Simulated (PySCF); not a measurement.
Delta-SCF ions had no search for a lower state. Excitations are Tamm–Dancoff values on a coarser integration grid. The basis has no diffuse functions, so Rydberg states are missing or too high.

# C2H6O, SMILES `COC` (charge 0, multiplicity 1)

These are PBE-D3(BJ)/def2-TZVP // PBE-D3(BJ)/def2-SVP in PySCF 2.14.0 values and carry that method's errors.

```json
{
 "HOMO": "-5.86 eV",
 "dipole_moment": "1.10 D",
 "HOMO–LUMO gap": "6.38 eV",
 "LUMO": "0.52 eV",
 "S1 excitation (TDA)": "6.47 eV",
 "S1 oscillator strength": "0.057",
 "brightest of the four lowest singlets (TDA)": "6.47 eV",
 "T1 excitation (TDA)": "6.23 eV",
 "S1–T1 gap (TDA)": "0.23 eV",
 "vertical ionisation energy (Delta-SCF)": "9.72 eV",
 "total_energy": "-4214.83 eV",
 "cost": "about 50 core-seconds (a rough figure)"
}
```

```xyz
9

C     -1.1551    -0.0927    -0.1545
O      0.0767    -0.7016    -0.4432
C      1.1650     0.0021     0.0972
H     -1.9549    -0.7064    -0.6135
H     -1.3490    -0.0255     0.9459
H     -1.2243     0.9448    -0.5688
H      1.2375     1.0454    -0.3017
H      1.1128     0.0750     1.2130
H      2.0913    -0.5412    -0.1745
```
Charge 0, spin multiplicity 1.
